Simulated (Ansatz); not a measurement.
# CN (quartet): B3LYP, wB97M-V over a scan of the distance N1–C2, 6-31G

Aim: run CN (quartet) with these functionals over a scan of the distance N1–C2, and hold them against the top wave-function level at the same points.

The runs use Ansatz 0.2.0, Gaussian basis; 6-31G, all electrons in the functionals.

To be run: B3LYP, wB97M-V, at 1.062 Å; 1.209 Å; 1.339 Å; 1.462 Å; 1.648 Å; 1.863 Å; 2.190 Å; 2.440 Å; 2.999 Å; 3.605 Å; 4.633 Å.

14 further runs of the same task are left out: 1 for a known fault of the program, 11 that didn't finish, 2 set aside as unsound or not needed.

## Step 1: The system

The geometry derives from a PBE0/def2-TZVP stationary point (not a proven minimum). One bond is set to the value named and the two fragments are kept rigid.

2 atoms, charge 0, spin multiplicity 4.

Atoms are counted from 1 here; the program's logs count them from 0.

Bond lengths: N1–C2 1.339 Å.

No dispersion term is added; wB97M-V holds VV10 nonlocal correlation. B3LYP takes the VWN-RPA correlation.

The geometry shown and the zero of energy belong to the point 1.339 Å. The yardstick, FCI, and other wave-function levels (R restricted, U unrestricted, valence and pair active spaces) come from earlier runs.

## Step 2: B3LYP, 1.062 Å

in.yaml reads:

```yaml
crystal:
  periodic: [false, false, false]
  atoms:
    - {symbol: N, position_ang: [0.000000, 0.000000, 0.000000]}
    - {symbol: C, position_ang: [0.000000, 0.000000, 1.062000]}
basis:
  gaussian: {orbitals: 6-31G}
magnetization: {spin_polarized: true, initial_magnetization: 3}
hamiltonian: {xc: {name: B3LYP}}
```

Command:

```
ansatz run in.yaml --threads 1 --pin off --events-out ev --progress --plain --max-ram 2393MiB
```

After this run come: B3LYP, 1.209 Å; B3LYP, 1.339 Å; B3LYP, 1.462 Å; B3LYP, 1.648 Å; B3LYP, 1.863 Å; B3LYP, 2.190 Å; B3LYP, 2.440 Å; B3LYP, 2.999 Å; B3LYP, 3.605 Å; B3LYP, 4.633 Å; wB97M-V, 1.062 Å; wB97M-V, 1.209 Å; wB97M-V, 1.339 Å; wB97M-V, 1.462 Å; wB97M-V, 1.648 Å; wB97M-V, 1.863 Å; wB97M-V, 2.190 Å; wB97M-V, 2.440 Å; wB97M-V, 2.999 Å; wB97M-V, 3.605 Å; wB97M-V, 4.633 Å.

Before running them: what should the planned runs give, taken together? Wanted: span of the FCI curve; largest miss, B3LYP; largest miss, wB97M-V.

**Answer**, as computed:

```
             quantity                   value
span of the FCI curve            471.1 kJ/mol
  largest miss, B3LYP  -46.0 kJ/mol (1.863 Å)
largest miss, wB97M-V  -50.5 kJ/mol (1.863 Å)
```

**Reading.** Of the functionals, B3LYP keep the smallest largest miss at the points compared (at most 46.0 kJ/mol) and wB97M-V strays most (50.5 kJ/mol, at 1.863 Å). B3LYP, wB97M-V clearly break the spin symmetry at some points (⟨S²⟩ up to 1.00 above the pure value), so energy there is bought with a mixed spin. Functionals and the yardstick converge differently with the basis, so part of each miss in 6-31G is the basis.
